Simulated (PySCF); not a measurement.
Computed shifts of a molecule C3H9N, HF/pcSseg-1 run with PySCF, GIAO, gas phase, equivalent atoms averaged, in ppm (number of nuclei): ¹³C: 44.5 (3). ¹⁵N: 10.9 (1). ¹H: 2.23 (9). References: ¹³C against TMS (σ = 192.6 ppm); ¹⁵N against NH3 (σ = 267.3 ppm); ¹H against TMS (σ = 31.99 ppm), references at their B3LYP-D3(BJ)/def2-TZVP geometries, non-relativistic. Geometry optimised at PBE0-D3(BJ)/def2-SVP. The values are those of a single conformer.

Problem. Which structure fits?
(A) CC(C)N
(B) CCNC
(C) CN(C)C
(D) CCCN

Solution. C, CN(C)C
